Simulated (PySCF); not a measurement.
Molecule: `CO`, CH4O.

Atom-mapped SMILES (the numbers label the heavy atoms): `[CH3:1][OH:2]`. Hydrogens are named by the atom that carries them.

Geometry PBE0-D3(BJ)/def2-SVP throughout; GIAO in PySCF 2.14, gas phase, one conformer, non-relativistic; equivalent atoms averaged; functional PBE0.

Task: How do the absolute shieldings σ depend on the basis set? (ppm; last column core-seconds on shared hosts with different chips, so compare them loosely)

Result: 
| basis set | functions | C1 | O2 | H(C1) | H(O2) | core-s |
| --- | --- | --- | --- | --- | --- | --- |
| STO-3G | 14 | 188.0 | 357.6 | 30.75 | 35.21 | 0.5 |
| 6-31G | 26 | 150.6 | 323.1 | 29.00 | 33.82 | 0.9 |
| pcSseg-0 | 26 | 137.8 | 339.5 | 29.01 | 34.35 | 0.8 |
| 6-31G* | 36 | 144.5 | 328.5 | 28.54 | 32.96 | 1.1 |
| def2-SVP | 48 | 144.8 | 338.2 | 28.08 | 32.41 | 1.2 |
| cc-pVDZ | 48 | 147.5 | 336.0 | 27.91 | 32.62 | 1.2 |
| pcSseg-1 | 54 | 131.9 | 331.6 | 27.74 | 31.97 | 1.3 |
| 6-311+G(2d,p) | 78 | 135.2 | 327.4 | 28.02 | 32.38 | 1.9 |
| aug-cc-pVDZ | 82 | 145.6 | 335.0 | 27.80 | 32.06 | 1.7 |
| def2-TZVP | 86 | 134.3 | 331.3 | 28.02 | 32.36 | 2.3 |
| IGLO-III | 110 | 130.8 | 328.0 | 27.86 | 32.03 | 2.3 |
| cc-pVTZ | 116 | 135.5 | 331.2 | 27.83 | 31.98 | 2.6 |
| pcSseg-2 | 128 | 130.3 | 328.3 | 27.75 | 31.67 | 3 |
| pcSseg-3 | 276 | 129.8 | 327.2 | 27.69 | 31.58 | 10 |

Task: Which nucleus moves most, in ppm?

Result: C1 (methyl carbon bonded to O): from 129.8 ppm with pcSseg-3 to 188.0 ppm with STO-3G. The smallest spread is 3.06 ppm, at H(C1). Proton shifts span only some 12 ppm, so a few tenths of a ppm matter as much there as several ppm in carbon.

Task: Taking the largest basis, pcSseg-3 (276 functions), as the yardstick, rank the others by their worst heavy-atom deviation.

Result: IGLO-III 0.9 ppm (110 functions), pcSseg-2 1.1 ppm (128 functions), pcSseg-1 4.4 ppm (54 functions), def2-TZVP 4.5 ppm (86 functions), 6-311+G(2d,p) 5.4 ppm (78 functions), cc-pVTZ 5.7 ppm (116 functions), pcSseg-0 12.3 ppm (26 functions), 6-31G* 14.7 ppm (36 functions), def2-SVP 15.0 ppm (48 functions), aug-cc-pVDZ 15.8 ppm (82 functions), cc-pVDZ 17.6 ppm (48 functions), 6-31G 20.7 ppm (26 functions), STO-3G 58.1 ppm (14 functions).

A small basis that lands close on one nucleus may do so by chance; judge by the trend and by all nuclei.
